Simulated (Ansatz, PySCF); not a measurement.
Bulk modulus B0 of zinc-blende AlAs: levels of theory against measurement

Reference value: 75 GPa (measured, 0 K value with the zero-point phonon effect removed; as tabulated in Mejia-Rodriguez and Trickey (2018), arXiv:1807.09216).

Problem. What do LDA, PBE, PBE-D4, HSE06, Hartree–Fock, MP2, CCSD(T) give, and how far is each from the reference?

Solution. 
```
level (code)           value (GPa)  cell (Å³/atom)  error (%)
---------------------  -----------  --------------  ---------
LDA (Ansatz)                  75.5           22.30       +0.7
PBE (Ansatz)                  67.1           23.50      -10.5
PBE-D4 (Ansatz)               73.5           22.71       -2.0
HSE06 (Ansatz)                75.8           22.93       +1.1
Hartree–Fock (Ansatz)         80.9           23.70       +7.9
MP2 (PySCF)               82.1 ± 2           22.19       +9.5
CCSD(T) (PySCF)           77.5 ± 2           22.55       +3.3
```

Once the reference is moved by up to 5.0 % (a margin picked here for doubts on the reference and the settings) and values within 1.7 % count as equal, the nearest can be LDA (+0.7 %), HSE06 (+1.1 %), PBE-D4 (-2.0 %), CCSD(T) (+3.3 %) or Hartree–Fock (+7.9 %).

A ± on a computed value is a rough bar: the spread of its extrapolation, a floor set from checks against published values, or a statistical error. Each level is taken at its own relaxed cell. Cutoffs and k meshes differ between the levels. Ansatz's density-functional and Hartree–Fock values are scalar-relativistic unless marked +SOC, with PAW data made under PBE.

Differences are worked out from the printed values.

Ansatz is a first-principles code.
